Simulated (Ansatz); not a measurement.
## How methods differ on [SiH3]− (SMILES [H][Si-]([H])[H])

[SiH3]− has 4 atoms, charge -1, and is taken as a singlet. SMILES: `[H][Si-]([H])[H]`. Geometry: relaxed at GFN1-xTB.

```csv
atom,x (Å),y (Å),z (Å)
Si,0.0000,0.0000,0.0000
H,0.8568,-0.0338,0.0280
H,-0.3997,0.7591,0.0039
H,-0.4571,-0.7253,-0.0319
```

Quantity: the energy change with the Si1–H2 bond stretched from 0.858 to 1.072 Å, in eV. The values are calculated.

```csv
level,kind,program,value (eV),less FCI/3-21G,CPU time (all runs)
HF/3-21G (restricted),Hartree–Fock,Ansatz,-7.84,-0.03,0.14 s
revPBE/3-21G (restricted),GGA,Ansatz,-7.78,+0.03,1.1 s
r2SCAN/3-21G (restricted),meta-GGA,Ansatz,-7.78,+0.03,2.6 s
PBE0/3-21G (restricted),global hybrid,Ansatz,-7.77,+0.04,1.1 s
wB97M-V/3-21G (restricted),range-separated hybrid,Ansatz,-7.74,+0.07,13 s
B2PLYP/3-21G (restricted),double hybrid,Ansatz,-7.74,+0.07,1.6 s
RPA@PBE/3-21G (restricted),RPA,Ansatz,-7.82,-0.01,1.6 s
MP2/3-21G (restricted),perturbation theory,Ansatz,-7.82,-0.01,0.15 s
BCCD(T)/3-21G (restricted),coupled cluster or CI,Ansatz,-7.81,0.00,0.37 s
FCI/3-21G,exact in the basis,Ansatz,-7.81,0.00,2.2 s
```

FCI/3-21G is exact within its basis and frozen core, so for wave-function methods in that basis the difference is their error; functionals converge differently with the basis, so for them it is only a difference. Sets without diffuse functions describe the anion poorly. The first shape isn't each level's own minimum. The values span -7.84 to -7.74 eV. All rows use very small basis sets, so even the best lies far from the true value. CPU times are rough (shared hosts, several kinds of processor): they show what a rung costs within a factor of a few.
